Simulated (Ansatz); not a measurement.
Correlation energies of C4H8O, SMILES `CC1COC1` by basis set

Cartesian coordinates in Å:
```
C 1.085 0.990 -0.339
C 0.373 -0.304 -0.035
C -0.531 -0.363 1.204
O -1.644 -0.826 0.429
C -0.924 -0.616 -0.793
H 1.882 1.184 0.383
H 1.540 0.968 -1.333
H 0.391 1.835 -0.307
H 1.070 -1.144 -0.066
H -0.256 -1.072 1.990
H -0.732 0.617 1.656
H -0.929 -1.505 -1.430
H -1.326 0.235 -1.358
```

Charge 0, multiplicity 1. The structure was optimised at the PBE0-D4/def2-TZVP level. Frozen core, restricted reference, Ansatz. CBS rows extrapolate triple and quadruple zeta; past MP2 they add the triple-zeta difference.

```json
{"basis": "def2-TZVPP", "HF (Eh)": "?", "MP2 corr.": "?", "CCSD corr.": "-0.95917", "(T)": "-0.03846", "CCSD(T) total": "?"}
{"basis": "def2-QZVPP", "HF (Eh)": "?", "MP2 corr.": "-0.97914", "CCSD corr.": "–", "(T)": "–", "CCSD(T) total": "–"}
{"basis": "CBS(def2)", "HF (Eh)": "-231.05027", "MP2 corr.": "?", "CCSD corr.": "-1.06615", "(T)": "as TZ", "CCSD(T) total": "?"}
```

Task: Fill in the withheld values. (Best estimate.)

Result: Computed: def2-TZVPP HF (Eh): -231.03806; def2-TZVPP MP2 corr.: -0.91769; def2-TZVPP CCSD(T) total: -232.03569; def2-QZVPP HF (Eh): -231.04879; CBS(def2) MP2 corr.: -1.02467; CBS(def2) CCSD(T) total: -232.15488.
